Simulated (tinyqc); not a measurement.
Orbital energy against energy difference: ionisation energy by orbital energies and by energy differences in the 6-31g* basis, for BH3, spin multiplicity 1. Computed by the program tinyqc with PySCF. The cation is unrestricted; errors are against CCSD(T) in this basis, not against experiment.

Geometry (angstrom):
```
atom        x        y       z
B      0.0000   0.0000  0.0200
H      1.1220   0.0000  0.0000
H     -0.5610   0.9720  0.0000
H     -0.5610  -0.9720  0.0000
```

CCSD(T) difference in the same basis = 13.1747 eV

IP-EOM-CCSD = 13.2163 eV

First vertical ionisation energy (eV):
```
method     -e(HOMO)  E(cation) - E  error of -e(HOMO)  error of the difference
HF          13.8327      12.763898             0.6580                  -0.4108
LDA          8.4291      13.255271            -4.7457                   0.0805
PBE          8.4449      13.155866            -4.7298                  -0.0189
B3LYP        9.7610      13.406403            -3.4137                   0.2317
PBE0        10.0046      13.338924            -3.1701                   0.1642
CAM-B3LYP   11.5026      13.451410            -1.6721                   0.2767
LC-wPBE     13.0237      13.528324            -0.1510                   0.3536
```

What does the comparison show, and why?

Koopmans errs by +0.66 eV and Delta-HF by -0.41 eV: relaxation, 1.07 eV, lowers the value and the missing correlation difference works against it. The PBE level is off by -4.7 eV through the wrong tail of its potential, though its energy difference is off by -0.02 eV; exact exchange deepens the level, and among the orbital energies LC-wPBE comes closest; among the differences PBE does.
